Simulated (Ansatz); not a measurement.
Steps of a relaxation of C3H5NO2 (`O=C=CNCO`) with RKS PBE-D4/def2-SVP.

```sh
$ ansatz run in.yaml --threads 4 --pin off --events-out ev --progress --plain --max-ram 10444MiB
```

```yaml
crystal:
  periodic: [false, false, false]
  atoms:
    - {symbol: O, position_ang: [1.247000, -0.502100, 2.753000]}
    - {symbol: C, position_ang: [1.128900, -0.750700, 1.602800]}
    - {symbol: C, position_ang: [1.005900, -1.055300, 0.329200]}
    - {symbol: N, position_ang: [0.366100, -0.341400, -0.572100]}
    - {symbol: C, position_ang: [-0.670800, 0.660400, -0.303600]}
    - {symbol: O, position_ang: [-1.301700, 0.975800, -1.514000]}
    - {symbol: H, position_ang: [1.620900, -1.892400, -0.059500]}
    - {symbol: H, position_ang: [0.199100, -0.758100, -1.489400]}
    - {symbol: H, position_ang: [-0.186500, 1.588700, 0.140200]}
    - {symbol: H, position_ang: [-1.427500, 0.319300, 0.446600]}
    - {symbol: H, position_ang: [-1.916300, 1.698900, -1.312500]}
basis:
  gaussian: {orbitals: def2-SVP}
hamiltonian: {xc: pbe, dispersion: d4}
relax: {f_tol: 0.03, max_steps: 200}
```

Positions (Å) and forces (eV/Å) along the path, 13 of 24 steps:

```xyz
11
step=1 energy=-8757.8151 eV
O     1.247   -0.502    2.753    0.051    0.118    0.799
C     1.129   -0.751    1.603    0.249   -0.122    0.797
C     1.006   -1.055    0.329    1.902   -2.308    1.652
N     0.366   -0.341   -0.572   -3.119    3.116   -4.075
C    -0.671    0.660   -0.304    0.938    0.157    0.434
O    -1.302    0.976   -1.514    0.214   -0.276   -0.280
H     1.621   -1.892   -0.059   -0.087    0.094    0.344
H     0.199   -0.758   -1.489   -0.003   -0.165    0.109
H    -0.186    1.589    0.140   -0.034   -0.350    0.023
H    -1.427    0.319    0.447   -0.003   -0.350    0.301
H    -1.916    1.699   -1.312   -0.108    0.086   -0.106
11
step=2 energy=-8758.0910 eV
O     1.228   -0.524    2.790    0.072   -0.036   -0.160
C     1.137   -0.743    1.623   -0.079   -0.025    0.308
C     1.041   -1.020    0.322    0.489   -0.810    0.742
N     0.363   -0.296   -0.629   -0.768    1.168   -1.466
C    -0.656    0.680   -0.306    0.448   -0.251    0.200
O    -1.302    0.971   -1.520    0.015    0.068    0.082
H     1.590   -1.915   -0.028   -0.018    0.188    0.159
H     0.144   -0.757   -1.515    0.030   -0.197    0.214
H    -0.170    1.591    0.152   -0.075   -0.128   -0.030
H    -1.374    0.273    0.464   -0.044   -0.002    0.052
H    -1.936    1.683   -1.332   -0.069    0.026   -0.102
11
step=5 energy=-8758.2374 eV
O     1.070   -0.546    2.769   -0.033    0.080   -0.132
C     1.023   -0.730    1.599   -0.022   -0.161    0.000
C     1.064   -0.984    0.288    0.088    0.219   -0.114
N     0.397   -0.284   -0.768   -0.289   -0.862   -0.125
C    -0.580    0.689   -0.339   -0.069    0.073    0.014
O    -1.246    1.104   -1.508   -0.345    0.338    0.179
H     1.792   -1.762   -0.007   -0.045    0.087    0.028
H    -0.101   -0.983   -1.372    0.323    0.516    0.335
H    -0.031    1.523    0.175    0.014   -0.036   -0.015
H    -1.306    0.265    0.419    0.013    0.039   -0.050
H    -2.017    1.650   -1.233    0.366   -0.292   -0.119
11
step=9 energy=-8758.3140 eV
O     0.885   -0.664    2.737   -0.052    0.005   -0.030
C     0.971   -0.842    1.572    0.096   -0.037    0.002
C     1.140   -0.953    0.248   -0.009    0.034   -0.068
N     0.253   -0.414   -0.724    0.015   -0.033    0.089
C    -0.536    0.735   -0.340   -0.013   -0.008   -0.024
O    -1.150    1.257   -1.498   -0.083   -0.002    0.058
H     2.063   -1.466   -0.082   -0.060    0.031    0.023
H    -0.332   -1.125   -1.184   -0.001    0.013    0.013
H     0.173    1.465    0.125    0.002   -0.008    0.012
H    -1.323    0.508    0.438    0.032    0.010   -0.024
H    -2.079    1.441   -1.271    0.074   -0.004   -0.050
11
step=10 energy=-8758.3181 eV
O     0.837   -0.708    2.727    0.001   -0.009    0.063
C     0.980   -0.865    1.567   -0.040    0.019   -0.087
C     1.158   -0.931    0.241    0.142   -0.118    0.018
N     0.223   -0.440   -0.705   -0.003    0.051    0.088
C    -0.535    0.733   -0.341   -0.045    0.023   -0.064
O    -1.142    1.241   -1.507   -0.096    0.047    0.004
H     2.106   -1.378   -0.108    0.032   -0.011    0.006
H    -0.377   -1.164   -1.122   -0.031   -0.026   -0.001
H     0.198    1.451    0.104    0.006    0.024    0.004
H    -1.319    0.546    0.446   -0.007   -0.003   -0.001
H    -2.063    1.459   -1.282    0.041    0.004   -0.030
11
step=11 energy=-8758.3234 eV
O     0.792   -0.794    2.725    0.071   -0.095   -0.282
C     0.994   -0.912    1.566   -0.117    0.147    0.127
C     1.188   -0.913    0.238    0.194   -0.166    0.012
N     0.185   -0.470   -0.668    0.007   -0.002    0.093
C    -0.536    0.741   -0.349   -0.063    0.026    0.005
O    -1.143    1.222   -1.530    0.020   -0.011   -0.011
H     2.172   -1.271   -0.133   -0.163    0.066    0.045
H    -0.434   -1.208   -1.032    0.040    0.040    0.058
H     0.221    1.455    0.059   -0.005    0.000   -0.018
H    -1.320    0.614    0.452    0.027   -0.010   -0.037
H    -2.054    1.478   -1.307   -0.011    0.006    0.007
11
step=12 energy=-8758.3267 eV
O     0.781   -0.841    2.722    0.049   -0.086   -0.217
C     1.000   -0.930    1.565   -0.066    0.145    0.078
C     1.201   -0.901    0.238    0.178   -0.168    0.018
N     0.173   -0.475   -0.647   -0.037   -0.034    0.041
C    -0.539    0.749   -0.353   -0.016   -0.031    0.002
O    -1.143    1.209   -1.543    0.004   -0.008    0.011
H     2.190   -1.236   -0.144   -0.192    0.087    0.057
H    -0.454   -1.220   -0.984    0.067    0.074    0.059
H     0.226    1.465    0.039   -0.012    0.002   -0.008
H    -1.321    0.638    0.452    0.025    0.016   -0.047
H    -2.050    1.484   -1.324    0.000    0.004    0.007
11
step=14 energy=-8758.3350 eV
O     0.755   -1.000    2.716    0.045   -0.062   -0.213
C     1.016   -0.982    1.565   -0.009    0.125    0.082
C     1.229   -0.867    0.245    0.171   -0.155   -0.027
N     0.136   -0.495   -0.589   -0.127   -0.102   -0.018
C    -0.542    0.764   -0.371    0.040   -0.046    0.020
O    -1.149    1.161   -1.584   -0.104    0.020    0.066
H     2.237   -1.099   -0.170   -0.265    0.096    0.119
H    -0.512   -1.258   -0.841    0.136    0.151    0.062
H     0.244    1.484   -0.033   -0.017   -0.007   -0.008
H    -1.318    0.721    0.446    0.020    0.021   -0.050
H    -2.031    1.514   -1.365    0.111   -0.039   -0.032
11
step=17 energy=-8758.3451 eV
O     0.727   -1.235    2.696   -0.050   -0.023    0.227
C     1.014   -1.043    1.573    0.049   -0.027   -0.134
C     1.233   -0.832    0.270   -0.004    0.020   -0.029
N     0.109   -0.510   -0.540   -0.029    0.001   -0.054
C    -0.528    0.778   -0.407    0.056    0.085    0.298
O    -1.204    1.051   -1.605   -0.257    0.127   -0.332
H     2.255   -0.895   -0.139    0.058    0.007   -0.011
H    -0.563   -1.266   -0.700   -0.014   -0.063    0.010
H     0.291    1.511   -0.190   -0.018   -0.017   -0.010
H    -1.249    0.840    0.458    0.035   -0.019    0.001
H    -2.020    1.545   -1.394    0.173   -0.092    0.034
11
step=18 energy=-8758.3490 eV
O     0.737   -1.264    2.699    0.020    0.005   -0.046
C     1.022   -1.056    1.574    0.001   -0.014    0.031
C     1.234   -0.826    0.272    0.055   -0.002   -0.006
N     0.099   -0.512   -0.529   -0.046   -0.045   -0.025
C    -0.532    0.781   -0.410    0.048    0.009    0.075
O    -1.200    1.052   -1.622   -0.110    0.053   -0.071
H     2.260   -0.872   -0.143   -0.099    0.012    0.038
H    -0.576   -1.273   -0.669    0.052    0.021    0.016
H     0.288    1.510   -0.196    0.013    0.009   -0.004
H    -1.257    0.852    0.450   -0.008   -0.008   -0.004
H    -2.010    1.550   -1.406    0.074   -0.040   -0.005
11
step=21 energy=-8758.3507 eV
O     0.756   -1.361    2.696    0.029    0.013   -0.053
C     1.029   -1.087    1.582   -0.021   -0.002    0.019
C     1.230   -0.804    0.288   -0.024   -0.020    0.017
N     0.087   -0.514   -0.511   -0.017    0.000    0.005
C    -0.534    0.788   -0.426    0.022   -0.021   -0.014
O    -1.220    1.020   -1.639   -0.003    0.010    0.045
H     2.253   -0.803   -0.127   -0.004    0.012    0.011
H    -0.592   -1.277   -0.607    0.014    0.024    0.001
H     0.296    1.518   -0.250   -0.009   -0.005   -0.003
H    -1.245    0.891    0.442    0.002    0.000   -0.013
H    -1.994    1.572   -1.428    0.011   -0.011   -0.014
11
step=22 energy=-8758.3509 eV
O     0.751   -1.368    2.695    0.020    0.010   -0.051
C     1.023   -1.090    1.583   -0.007    0.003    0.011
C     1.228   -0.803    0.290   -0.037   -0.028    0.041
N     0.090   -0.514   -0.516   -0.017    0.024    0.008
C    -0.529    0.790   -0.429    0.004   -0.010   -0.019
O    -1.225    1.020   -1.638    0.011    0.000    0.044
H     2.254   -0.798   -0.118    0.014    0.010   -0.001
H    -0.593   -1.274   -0.609    0.012    0.016   -0.001
H     0.302    1.521   -0.261    0.000   -0.015   -0.012
H    -1.232    0.898    0.445   -0.003   -0.009   -0.012
H    -2.004    1.561   -1.420    0.002   -0.002   -0.008
11
step=24 energy=-8758.3512 eV
O     0.761   -1.398    2.696    0.003   -0.006   -0.003
C     1.023   -1.101    1.586   -0.001    0.012   -0.005
C     1.222   -0.801    0.296   -0.011    0.002   -0.001
N     0.085   -0.514   -0.512    0.004   -0.001    0.004
C    -0.527    0.792   -0.435   -0.005   -0.004   -0.013
O    -1.232    1.011   -1.640    0.014   -0.004    0.017
H     2.250   -0.769   -0.106    0.002   -0.002    0.002
H    -0.600   -1.272   -0.597   -0.002   -0.001   -0.001
H     0.309    1.521   -0.284   -0.006   -0.001    0.002
H    -1.223    0.911    0.442    0.005    0.004    0.000
H    -2.003    1.564   -1.425   -0.002    0.001   -0.002
```

Run time 28 s (4 threads of an Arm Neoverse V1 on a shared host); peak host memory 0.15 GiB.
